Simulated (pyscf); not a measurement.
# Routes from silicon monoxide (O=Si:) [singlet] + hydrogen chloride (HCl)

Candidate steps break at most two bonds and form at most two. Each was searched with GFN2-xTB (tblite) first. Optimised with ωB97X-D3(BJ)/def2-SVP in PySCF. Correlated levels are frozen-core, on RHF or UHF. ΔMP2 is the change of the MP2 total energy from the triple- to the quadruple-zeta basis. Energies: CCSD(T)/def2-TZVPP + ΔMP2(QZVPP), kJ/mol, from the separated reactants, singlet surface; ΔG‡ with ideal gas, 1 atm, RRHO with modes under 100 cm⁻¹ raised to 100, one conformer, R ln 2 for chiral ones without a mode under 150 cm⁻¹.

```json
[
 {"products": "HO–Si:–Cl [singlet]", "type": "addition across a multiple bond or ene-type step", "ΔE‡": "17.9", "ΔE": "-156.3", "ΔG‡ 298 K": "48.4", "ΔG‡ 900 K": "123.1", "ν‡ (cm⁻¹)": "875i"},
 {"products": "O=SiH–Cl", "type": "insertion", "ΔE‡": "159.1", "ΔE": "-102.5", "ΔG‡ 298 K": "187.4", "ΔG‡ 900 K": "257.8", "ν‡ (cm⁻¹)": "1426i"}
]
```

Row 1: On the reactant side the descent ends in a complex, 31.3 kJ/mol under the separated species and 28.9 kJ/mol under the saddle at ωB97X-D3(BJ)/def2-TZVP. 

Plain bond fissions and candidates not yet searched are not listed, and one of them may be faster. Each barrier is that of the saddle found; lower ones may exist. The CCSD(T) − MP2 part came from Ansatz, without density fitting, on the same reference.
